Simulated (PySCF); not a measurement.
# Al, Al⁺, Al²⁺: ionisation energies in dyall-acv3z

Aim: the ionisation energy of aluminium from differences of total energies, at each level of theory, and how far each lands from the tabulated value where there is one.

Method: unrestricted determinants in a Gaussian basis, no spin-orbit coupling in the energies. Code: PySCF 2.14.0.

## (1) Starting point

| Property | Result |
| --- | --- |
| Element | aluminium (Z = 13) |
| Basis | dyall-acv3z (19s12p6d4f, 113 functions) |
| Hamiltonian | no relativity, point nucleus |
| State 1 | Al: [Ne] 3s2 3p1, 2P determinant |
| State 2 | Al⁺: [Ne] 3s2, closed-shell 1S |
| State 3 | Al²⁺: [Ne] 3s1, 2S determinant |
| Methods | CCSD(T) |
| Core shells frozen in the correlated runs | valence and next inner shell: 1s2 (for Al) |

Outer shells as boxes (Hund's rule):

Al [Ne] 3s2 3p1
```
[Ne] core
3s [↑↓]
3p [↑ ][  ][  ]
```

Al+ [Ne] 3s2
```
[Ne] core
3s [↑↓]
```

Al2+ [Ne] 3s1
```
[Ne] core
3s [↑ ]
```

One driver process ran all states and methods and kept the integrals in memory. Each run is shown as a PySCF script that sums up its settings (the driver passes frozen orbitals as a list and adds second-order terms of double hybrids); the logs are those of the runs themselves. The driver starts from symmetry-adapted Hartree-Fock orbitals, holds the occupation by maximum overlap and uses a logarithmic radial grid for functionals, so a plain start would take other cycles.

The integrals over 113 functions and the set-up took 0.35 s of CPU time.

## (2) Al: CCSD(T) (valence and next inner shell)

Level: CCSD(T) (valence and next inner shell).

input.py reads:

```python
from pyscf import gto, scf, dft, mp, cc
import basis_set_exchange as bse
mol = gto.M(atom="Al 0 0 0", charge=0, spin=1, symmetry="D2h",
            basis=gto.basis.parse(bse.get_basis("dyall-acv3z", elements=["Al"], fmt="nwchem")))
mf = scf.UHF(mol)
mf.irrep_nelec = {'Ag': (3, 3), 'B1u': (1, 1), 'B2u': (2, 1), 'B3u': (1, 1)}
mf.kernel()
mycc = cc.CCSD(mf, frozen=1).run()
mycc.ccsd_t()
```

## (3) Al⁺: CCSD(T) (valence and next inner shell)

Level: CCSD(T) (valence and next inner shell).

input.py reads:

```python
from pyscf import gto, scf, dft, mp, cc
import basis_set_exchange as bse
mol = gto.M(atom="Al 0 0 0", charge=1, spin=0, symmetry="D2h",
            basis=gto.basis.parse(bse.get_basis("dyall-acv3z", elements=["Al"], fmt="nwchem")))
mf = scf.UHF(mol)
mf.irrep_nelec = {'Ag': (3, 3), 'B1u': (1, 1), 'B2u': (1, 1), 'B3u': (1, 1)}
mf.kernel()
mycc = cc.CCSD(mf, frozen=1).run()
mycc.ccsd_t()
```

## (4) Al²⁺: CCSD(T) (valence and next inner shell)

Level: CCSD(T) (valence and next inner shell).

input.py reads:

```python
from pyscf import gto, scf, dft, mp, cc
import basis_set_exchange as bse
mol = gto.M(atom="Al 0 0 0", charge=2, spin=1, symmetry="D2h",
            basis=gto.basis.parse(bse.get_basis("dyall-acv3z", elements=["Al"], fmt="nwchem")))
mf = scf.UHF(mol)
mf.irrep_nelec = {'Ag': (3, 2), 'B1u': (1, 1), 'B2u': (1, 1), 'B3u': (1, 1)}
mf.kernel()
mycc = cc.CCSD(mf, frozen=1).run()
mycc.ccsd_t()
```

What does the calculation give?

**Answer**, as computed:

```
              quantity                                                                           value
 ionisation energy, Al     UHF 5.609, CCSD(T) (valence and next inner shell) 5.949 eV; reference 5.977
ionisation energy, Al⁺  UHF 17.520, CCSD(T) (valence and next inner shell) 18.776 eV; reference 18.829
```

Accuracy by level (over 2 differences):

```csv
method,mean absolute miss against the measured values (with the measured fine structure taken into account where it is known) (eV)
UHF,0.838
MP2 (valence and next inner shell),0.226
SCS-MP2 (valence and next inner shell),0.178
CCSD (valence and next inner shell),0.076
CCSD(T) (valence and next inner shell),0.040
```

What this shows: Against experiment CCSD(T) (valence and next inner shell) comes closest (mean absolute error over 2 measured values 0.04 eV) and UHF is farthest (0.84 eV). Hartree-Fock falls short because the species with more electrons holds more correlation energy, which it lacks. All values hold for this basis alone; no basis-set limit was taken.
